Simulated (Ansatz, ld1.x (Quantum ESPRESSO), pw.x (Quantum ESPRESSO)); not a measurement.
**From atom to crystal: PAW potential for selenium**

- Element: selenium (Se)
- Generator: ld1.x (Quantum ESPRESSO) 7.5
- Type: PAW
- Functional: LDA (PW92)
- Relativity: scalar-relativistic
- Frozen core: [Ar] 3d10
- Valence charge: 6
- Reference configuration: 4s2 4p4
- Partial waves: 4s (bound): rcut 1.45, rcutus 1.70 bohr; 4s channel at 3.4 Ry: rcut 1.45, rcutus 1.70 bohr; 4p (bound): rcut 1.50, rcutus 1.70 bohr; 4p channel at 0.05 Ry: rcut 1.50, rcutus 1.70 bohr; 4d channel at 0.35 Ry: rcut 1.45, rcutus 1.70 bohr
- Local potential: all-electron potential smoothed inside 1.50 bohr (lloc = -2)
- Core correction: none
- Augmentation charge: PSQ, inside the norm-conserving radii

Crystal test: sc Se in pw.x 7.5, no spin, 12³ k-points, Fermi–Dirac smearing 0.01 Ry, cutoffs 40/320 Ry. The reference is all-electron LAPW (Ansatz 0.2.0) with the same functional, mesh and smearing; V0 and B0 come from Birch–Murnaghan fits to the pressures at five volumes. Errors are pseudo minus all-electron; Δ is the rms difference of the E(V) curves that follow from these fits, minima aligned, over ±6 % about the mean V0. Mesh and smearing are coarse, so the numbers serve the comparison and aren't converged zero-temperature values; the lattice is a test structure that the element need not adopt.

All-electron: a0 = 2.771 Å (V0 = 21.28 Å³/atom), B0 = 85.9 GPa.

**Question.** How far does the potential miss the all-electron equation of state?

**Answer.** mean pressure error (GPa): -0.34; a0 (Å): 2.767; a0 error (%): -0.14; B0 error (%): +0.6; Δ (meV/atom): 1.6.

| V (Å³/atom) | P all-electron (GPa) | P pseudo (GPa) |
| --- | --- | --- |
| 20.316 | 4.41 | 4.01 |
| 20.850 | 1.83 | 1.46 |
| 21.385 | -0.42 | -0.77 |
| 21.920 | -2.39 | -2.70 |
| 22.454 | -4.09 | -4.39 |

**Question.** At the middle volume, how do free energy and pressure move when the wave cutoff is lowered (ecutrho held at 320 Ry)?

**Answer.**

| cutoff (Ry) | shift of F (meV/atom) | shift of P (GPa) |
| --- | --- | --- |
| 18 | +21.8 | -0.04 |
| 24 | +11.2 | -0.19 |
| 32 | +1.7 | -0.06 |

Input at the middle volume:

```
&control
  calculation='scf', prefix='x', pseudo_dir='./', outdir='./tmp', tstress=.true., disk_io='none'
/
&system
  ibrav=0, nat=1, ntyp=1, ecutwfc=40, ecutrho=320, nbnd=10,
  occupations='smearing', smearing='fd', degauss=0.01
/
&electrons
  conv_thr=1e-09, mixing_beta=0.4, electron_maxstep=70
/
ATOMIC_SPECIES
Se 1.0 Se.UPF
CELL_PARAMETERS angstrom
  2.77568227 0.00000000 0.00000000
  0.00000000 2.77568227 0.00000000
  0.00000000 0.00000000 2.77568227
ATOMIC_POSITIONS crystal
Se 0.0000 0.0000 0.0000
K_POINTS automatic
12 12 12 0 0 0
```

```bash
pw.x < Se.scf.in > Se.scf.out
```

Lines of the output:

```
Message from routine setup:
     using ibrav=0 with symmetry is DISCOURAGED, use correct ibrav instead
     lattice parameter (alat)  =       5.2453  a.u.
     unit-cell volume          =     144.3131 (a.u.)^3
     number of electrons       =         6.00
     number of Kohn-Sham states=           10
     kinetic-energy cutoff     =      40.0000  Ry
     charge density cutoff     =     320.0000  Ry
     scf convergence threshold =      1.0E-09
     Exchange-correlation= SLA  PW   NOGX NOGC
     number of k points=    84  Fermi-Dirac smearing, width (Ry)=  0.0100
     iteration #  1     ecut=    40.00 Ry     beta= 0.40
     total energy              =    -182.88678099 Ry
     estimated scf accuracy    <       0.00132253 Ry
     iteration #  2     ecut=    40.00 Ry     beta= 0.40
     total energy              =    -182.88674976 Ry
     estimated scf accuracy    <       0.00046841 Ry
     iteration #  3     ecut=    40.00 Ry     beta= 0.40
     total energy              =    -182.88675100 Ry
     estimated scf accuracy    <       0.00000009 Ry
     iteration #  4     ecut=    40.00 Ry     beta= 0.40
     total energy              =    -182.88675106 Ry
     estimated scf accuracy    <       0.00000002 Ry
     iteration #  5     ecut=    40.00 Ry     beta= 0.40
     total energy              =    -182.88675103 Ry
     estimated scf accuracy    <          1.1E-09 Ry
     iteration #  6     ecut=    40.00 Ry     beta= 0.40
     the Fermi energy is     7.7655 ev
!    total energy              =    -182.88675103 Ry
     estimated scf accuracy    <          4.5E-11 Ry
     smearing contrib. (-TS)   =      -0.00226270 Ry
     The total energy is F=E-TS. E is the sum of the following terms:
     one-electron contribution =       4.83714603 Ry
     hartree contribution      =       1.20131653 Ry
     xc contribution           =      -4.07597802 Ry
     ewald contribution        =     -19.47326414 Ry
     one-center paw contrib.   =    -165.37370874 Ry
     convergence has been achieved in   6 iterations
          total   stress  (Ry/bohr**3)                   (kbar)     P=       -7.69
     Message from routine punch:
     Nothing written, as per user request (disk_io='none')
```

The run at the middle volume (84 k-points, 6 iterations) took about 4.8 s on one core of a shared host (Neoverse-V2, 96 threads, 371 GiB, load 18).
